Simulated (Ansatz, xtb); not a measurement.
How methods differ on BH3Cl− (SMILES [H][B-]([H])([H])Cl)

BH3Cl−: 5 atoms, total charge -1, spin state singlet. As SMILES, `[H][B-]([H])([H])Cl`. The coordinates come from a GFN2-xTB relaxation.

Quantity: the vertical detachment energy (to the doublet neutral), in eV. The values are calculated.

```csv
level,kind,program,value (eV),less FCI/STO-3G,CPU time (all runs)
GFN2-xTB,semi-empirical,xtb,8.10,+6.68,under 2 s
HF/STO-3G,Hartree–Fock,Ansatz,1.67,+0.25,1.1 s
SVWN5/STO-3G,LDA,Ansatz,1.36,-0.06,5.4 s
revPBE/STO-3G,GGA,Ansatz,1.50,+0.08,6.9 s
BHLYP/STO-3G,global hybrid,Ansatz,2.13,+0.71,11 s
CAM-B3LYP/STO-3G,range-separated hybrid,Ansatz,2.01,+0.59,18 s
MP2/STO-3G,perturbation theory,Ansatz,1.60,+0.18,1.2 s
CCSDT(Q)/STO-3G,coupled cluster or CI,Ansatz,1.42,0.00,4 s
CCSDT/STO-3G,coupled cluster or CI,Ansatz,1.42,0.00,3.4 s
FCI/STO-3G,exact in the basis,Ansatz,1.42,0.00,6.3 s
```

FCI/STO-3G is exact within its basis and frozen core, so for wave-function methods in that basis the difference is their error; functionals converge differently with the basis, so for them it is only a difference. Sets without diffuse functions describe the anion poorly. The values span 1.36 to 8.10 eV. The xTB values lack the empirical shift that such differences need. All rows use very small basis sets, so even the best lies far from the true value. CPU times are rough (shared hosts, several kinds of processor): they show what a rung costs within a factor of a few.
